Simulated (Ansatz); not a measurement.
Task: a composite energy at a relaxed geometry of C2H3S (charge -1), SMILES C=C[S-], with the Ansatz DFT code, driven from Python. Give the script and its output. Settings (for the species named): B3LYP, def2-SVP basis, multiplicity 1.

The script reads `c2h3s.xyz`:
```text
6

C    -0.73550   -0.12540   -0.02970
C     0.56020    0.20710    0.02170
S     1.93460   -0.82330    0.08780
H    -1.03630   -1.16730   -0.03370
H    -1.50370    0.63560   -0.06820
H     0.78070    1.27330    0.02210
```

`composite_c2h3s.py`:
```python
"""A composite energy for C2H3S(-): DFT geometry, MP2 basis limit, coupled-cluster correction."""

import itertools
import logging
import sys

import ansatz
from ase.data import atomic_numbers, covalent_radii
import numpy as np

logging.basicConfig(stream=sys.stdout, format="%(levelname)s:%(name)s:%(message)s")
log = logging.getLogger("c2h3s")
log.setLevel(logging.INFO)

molecule = ansatz.Crystal.molecule_from_extxyz("c2h3s.xyz")

base = molecule.calculation()
base = base.basis(gaussian="def2-SVP")
base = base.functional("B3LYP").charge(-1)
symbols = [site.symbol for site in molecule.cartesian_sites]
start = np.array([site.position_ang for site in molecule.cartesian_sites], dtype=float)
data = base.relax(force_tolerance=0.01, max_steps=100).run().report
end = np.array(data["positions_ang"])
# pairs closer than 1.2 times the sum of covalent radii, before or after
radius = [covalent_radii[atomic_numbers[s]] for s in symbols]
span = lambda where, i, j: np.linalg.norm(where[i] - where[j])
bonded = [(i, j) for i, j in itertools.combinations(range(len(symbols)), 2) if min(span(start, i, j), span(end, i, j)) < 1.2 * (radius[i] + radius[j])]
log.info("pair        before    after (A)")
for i, j in bonded:
    print(f"{symbols[i]}{i}-{symbols[j]}{j}".ljust(10), f"{span(start, i, j):8.4f} {span(end, i, j):8.4f}")

minimum = ansatz.Crystal.molecule()
for symbol, place in zip(symbols, end):
    minimum = minimum.atom(symbol, place.tolist())
at_minimum = minimum.calculation().charge(-1)
# MP2 extrapolated to the basis limit, plus the small-basis difference CCSD(T) - MP2
level = lambda method, basis: at_minimum.basis(gaussian=basis).correlation(method).run().report
small, large, cluster = level("mp2", "cc-pVDZ"), level("mp2", "cc-pVTZ"), level("ccsd_t", "cc-pVDZ")
corr = lambda each: (each["free_energy_ev"] - each["reference_energy_ev"]) / 27.211386246
mp2_limit = (27 * corr(large) - 8 * corr(small)) / 19
pieces = {"HF / cc-pVTZ": large["reference_energy_ev"] / 27.211386246, "MP2 correlation, DZ-TZ limit": mp2_limit, "CCSD(T) - MP2 / cc-pVDZ": corr(cluster) - corr(small)}
for name, value in pieces.items():
    log.info(f"{name:32s} {value:14.6f} Ha")
log.info(f"{'sum':32s} {sum(pieces.values()):14.6f} Ha")
print("T1 diagnostic", round(cluster["correlation"]["coupled_cluster"]["t1_diagnostic"], 4))
```

`python composite_c2h3s.py` gives:
```text
INFO:c2h3s:pair        before    after (A)
C0-C1        1.3387   1.3653
C0-H3        1.0845   1.0971
C0-H4        1.0820   1.0992
C1-S2        1.7190   1.7275
C1-H5        1.0888   1.1114
INFO:c2h3s:HF / cc-pVTZ                        -475.040387 Ha
INFO:c2h3s:MP2 correlation, DZ-TZ limit          -0.558326 Ha
INFO:c2h3s:CCSD(T) - MP2 / cc-pVDZ               -0.048413 Ha
INFO:c2h3s:sum                                 -475.647126 Ha
T1 diagnostic 0.0151
```

Reading the output:
- Total energies depend on the basis set; only differences at equal settings carry meaning.
- The sum leaves out core correlation, relativity, the Hartree-Fock basis error and zero-point energy; a DZ-TZ extrapolation is rough.
- b3lyp holds the VWN-RPA fit, as in Gaussian; the form of ORCA and Turbomole is b3lyp5.
- Inner cores stay frozen, so this is valence correlation.
- For Al to Cl the sets with a tight d function, cc-pV(X+d)Z, are usual.
- An extrapolation from small basis sets is rough.
- Anions want diffuse functions, which this basis lacks.
- Hardware and time: 13 s on 1 thread of Arm Neoverse V1, with other jobs on the host, peak memory 0.27 GiB.
